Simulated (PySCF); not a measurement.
(CH3)2PPF2, C2H6F2P2.
Atom-mapped SMILES: `[CH3:1][P:2]([CH3:3])[P:4]([F:5])[F:6]` (hydrogens: H7, H8, H9 on C1; H10, H11, H12 on C3)

A GFN2-xTB structure was refined with PBE0-D3(BJ)/def2-SVP geometry optimisation, gas phase in PySCF 2.14.0. Its GFN2-xTB values:

| coordinate | GFN2-xTB |
| --- | --- |
| C1–P2 | 1.856 Å |
| C1–H7 | 1.088 Å |
| P2–P4 | 2.215 Å |
| C3–H11 | 1.089 Å |
| P4–F5 | 1.623 Å |
| C1–P2–C3 | 98.8° |
| C1–P2–P4 | 93.7° |
| P2–P4–F5 | 97.2° |
| P2–P4–F6 | 97.2° |
| C3–P2–P4 | 93.6° |
| F5–P4–F6 | 94.5° |
| C1–P2–P4–F5 | 83° |

Q: How do these coordinates change at the PBE0-D3(BJ)/def2-SVP level?

A: 
| coordinate | PBE0-D3(BJ)/def2-SVP (Å or °) | change |
| --- | --- | --- |
| C3–H11 | 1.102 | +0.013 |
| C1–H7 | 1.101 | +0.013 |
| P2–P4 | 2.227 | +0.012 |
| P4–F5 | 1.617 | -0.006 |
| C1–P2 | 1.857 | +0.001 |
| F5–P4–F6 | 99.2 | +4.7 |
| C1–P2–P4 | 95.8 | +2.1 |
| C1–P2–C3 | 100.7 | +1.9 |
| P2–P4–F6 | 95.8 | -1.4 |
| P2–P4–F5 | 98.0 | +0.8 |
| C3–P2–P4 | 94.0 | +0.4 |
| C1–P2–P4–F5 | 87 | +4 |

The energy falls by 0.057 eV over 5 energy and gradient evaluations, the largest force component goes from 0.0129 to 3.9e-04 Eh/bohr, and the atoms move by 0.090 Å rms after alignment. Among the bonds, P2–P4, C1–H7, C1–H8, C1–H9, C3–H10, C3–H11 and C3–H12 change most and about equally (+0.012 to +0.013 Å). Bonds longer at the end by more than 0.005 Å: 7 of 11; shorter: 1. Among the dihedrals that turn most is C3–P2–P4–F6, from -83° to -72°. Rotational constants go from 3348, 1790, 1359 to 3260, 1798, 1339 MHz.

The run used 122 basis functions and 35 SCF cycles in all. The run took 38 s wall on an Intel Xeon Platinum 8375C at 2.90 GHz with one thread, no GPU, on a shared host, and the process peaked at 0.52 GiB of memory.

PBE0-D3(BJ)/def2-SVP frequencies: not computed here. The numbers are those of one conformer.
